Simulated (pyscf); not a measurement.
## Hydrogen abstraction: O=Sn(OH)–OH + H atom (H•) → •O–Sn(=O)–OH + hydrogen (H₂)

Gas phase, doublet surface, charge 0. Bonds broken: O3–H5. Bonds formed: H5–H7. PySCF, gas phase, ωB97X-D3(BJ)/def2-SVP geometries.

Transition state (Å):

```xyz
7

O      1.5293     1.7038    -0.6127
Sn     0.2962     0.4071    -0.2353
O      0.6490    -1.5603    -0.1779
O     -1.6012     0.5571     0.2122
H     -0.5193    -2.2426    -0.1399
H     -1.9996    -0.2972     0.4244
H     -1.3465    -2.4113    -0.1592
```

One imaginary mode, 955i cm⁻¹; descent along it reached the two sides named.

| bond | change | reactant side (Å) | saddle | product side |
|---|---|---|---|---|
| O3–H5 | breaks | 0.966 | 1.353 | 2.421 |
| H5–H7 | forms | 2.7 | 0.844 | 0.762 |

Electronic energies relative to the separated reactants (kcal/mol):

| level | barrier | reaction energy | reverse barrier |
|---|---|---|---|
| ωB97X-D3(BJ)/def2-TZVP | 19.7 | +15.5 | 4.1 |
| PBE/def2-TZVP | 13.3 | +15.4 | -2.0 |
| r²SCAN/def2-TZVP | 13.7 | +13.1 | 0.6 |
| B3LYP-D3(BJ)/def2-TZVP | 13.4 | +11.8 | 1.6 |
| PBE0-D3(BJ)/def2-TZVP | 18.3 | +16.9 | 1.4 |
| M06-2X/def2-TZVP | 23.0 | +17.4 | 5.6 |
| ωB97M-D3(BJ)/def2-TZVP | 20.3 | +16.0 | 4.3 |
| HF/def2-TZVP | 26.6 | +6.1 | 20.5 |

With ωB97M-D3(BJ)/def2-TZVP energies and thermal terms (ideal gas, 1 atm, RRHO with modes under 100 cm⁻¹ raised to 100, one conformer, R ln 2 for chiral ones without a mode under 150 cm⁻¹), in kcal/mol:

```json
[
 {"T (K)": "298", "ΔH‡": "18.0", "ΔG‡": "24.3", "ΔH": "+15.2", "ΔG": "+13.9"},
 {"T (K)": "600", "ΔH‡": "17.7", "ΔG‡": "30.8", "ΔH": "+15.0", "ΔG": "+12.7"},
 {"T (K)": "900", "ΔH‡": "17.5", "ΔG‡": "37.4", "ΔH": "+14.6", "ΔG": "+11.6"},
 {"T (K)": "1200", "ΔH‡": "17.4", "ΔG‡": "44.1", "ΔH": "+14.0", "ΔG": "+10.6"}
]
```

At PBE this geometry lies under the product side: in single points on another level's saddle the reverse barrier vanishes, and the forward threshold there is about the reaction energy. The same reactants have a lower exit, to [O=Sn–OH]• + H₂O (barrier +8.1 kcal/mol at ωB97M-D3(BJ)/def2-TZVP, against +20.3 kcal/mol here). This is the saddle that the search found; another between the same sides may lie lower. The angle at the transferred H is 161°. Elements past Kr carry the def2 core potentials, without spin-orbit coupling.
